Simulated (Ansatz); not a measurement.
SiGeH (H-bridged), doublet: vertical spin and charge gaps

Geometry (PBE0/def2-TZVP stationary point for this spin, not checked as a minimum):

```xyz
3

Si    0.0000   -0.0368    1.6490
Ge    0.0000   -0.0037   -0.6463
H     0.0000    1.2915    0.6314
```

Basis cc-pVDZ; Ansatz 0.2.0. Correlated methods freeze the noble-gas cores and the filled d shells of p-block atoms. R marks a restricted (for open shells ROHF) determinant, U an unrestricted one. Active spaces: valence = (9e, 9o) chosen from the atoms' valence shells. No spin–orbit coupling is included, and no scalar relativity.

Gaps are energies of the second state less the first, at fixed atoms, for a selection of the levels run; each method lands on the state that its own search finds for that charge and spin.

For open shells CISD is restricted-active-space CI with the open shells as a complete middle space.

Removing an electron, to the triplet: 7.574 eV at UCCSDT(Q).

```json
{"level": "UHF", "gap (eV)": "6.965", "error (meV)": "-609"}
{"level": "UMP2", "gap (eV)": "7.598", "error (meV)": "24"}
{"level": "CISD", "gap (eV)": "7.448", "error (meV)": "-126"}
{"level": "UCCSD", "gap (eV)": "7.560", "error (meV)": "-14"}
{"level": "UCCSD(T)", "gap (eV)": "7.579", "error (meV)": "5"}
{"level": "BCCD(T)", "gap (eV)": "7.582", "error (meV)": "8"}
{"level": "UCCSDT", "gap (eV)": "7.571", "error (meV)": "-3"}
{"level": "CASSCF (valence space)", "gap (eV)": "6.850", "error (meV)": "-724"}
{"level": "NEVPT2 (valence space)", "gap (eV)": "7.398", "error (meV)": "-176"}
{"level": "MRCISD (valence space)", "gap (eV)": "7.484", "error (meV)": "-90"}
{"level": "MRCISD+Q (valence space)", "gap (eV)": "7.572", "error (meV)": "-2"}
{"level": "PBE0", "gap (eV)": "7.807", "error (meV)": "233"}
{"level": "B3LYP", "gap (eV)": "7.821", "error (meV)": "247"}
{"level": "wB97M-V", "gap (eV)": "7.804", "error (meV)": "230"}
{"level": "B2PLYP", "gap (eV)": "7.697", "error (meV)": "123"}
```

Quartet less doublet: 1.616 eV at UCCSDT(Q).

```json
{"level": "UHF", "gap (eV)": "0.980", "error (meV)": "-636"}
{"level": "UMP2", "gap (eV)": "1.603", "error (meV)": "-13"}
{"level": "CISD", "gap (eV)": "1.452", "error (meV)": "-164"}
{"level": "UCCSD", "gap (eV)": "1.557", "error (meV)": "-59"}
{"level": "UCCSD(T)", "gap (eV)": "1.612", "error (meV)": "-4"}
{"level": "UCCSDT", "gap (eV)": "1.610", "error (meV)": "-6"}
{"level": "CASSCF (valence space)", "gap (eV)": "1.622", "error (meV)": "6"}
{"level": "NEVPT2 (valence space)", "gap (eV)": "1.630", "error (meV)": "14"}
{"level": "MRCISD (valence space)", "gap (eV)": "1.624", "error (meV)": "8"}
{"level": "B3LYP", "gap (eV)": "1.745", "error (meV)": "129"}
```

In so small a basis the reference is far from its limit while semilocal and hybrid functionals are nearer theirs (RPA and double hybrids share part of the reference's basis error), so the functionals' errors here hold much of the reference's basis and frozen-core error, which can add to them or hide them.

Full CI isn't at hand for all of this; UCCSDT(Q) serves as the reference, and is uncertain by the last step of the cluster series or more. The frozen core follows each run's orbitals, which can shift R against U totals by a few meV for light atoms and by up to 0.1 eV past Ca.
